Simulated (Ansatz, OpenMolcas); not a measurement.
A ladder of methods for HBS (hydrogen boron sulfide)

HBS: 3 atoms, total charge 0, spin state singlet. As SMILES, `B=S`. Geometry: relaxed at PBE0-D4/def2-TZVP.

```csv
atom,x (Å),y (Å),z (Å)
B,-0.0387,-0.0146,0.1348
S,0.3992,0.1476,-1.3933
H,-0.3605,-0.1331,1.2585
```

Each level gives the energy change with the B1–H3 bond stretched from 1.175 to 1.351 Å (eV). The values are calculated.

```tsv
level	kind	program	value (eV)
HF/def2-TZVPPD (restricted)	Hartree–Fock	Ansatz	0.37
SVWN5/def2-TZVPPD (restricted)	LDA	OpenMolcas	0.27
BLYP/def2-TZVPPD (restricted)	GGA	OpenMolcas	0.31
BHLYP/def2-TZVPPD (restricted)	global hybrid	Ansatz	0.37
wB97X/def2-TZVPPD (restricted)	range-separated hybrid	Ansatz	0.32
B2PLYP/def2-TZVPPD (restricted)	double hybrid	OpenMolcas	0.34
RPA@PBE/def2-TZVPPD (restricted)	RPA	Ansatz	0.31
BCCD(T)/def2-TZVPPD (restricted)	coupled cluster or CI	Ansatz	0.32
CCSD/def2-TZVPPD (restricted)	coupled cluster or CI	Ansatz	0.33
```

The first shape isn't each level's own minimum. The values span 0.27 to 0.37 eV.
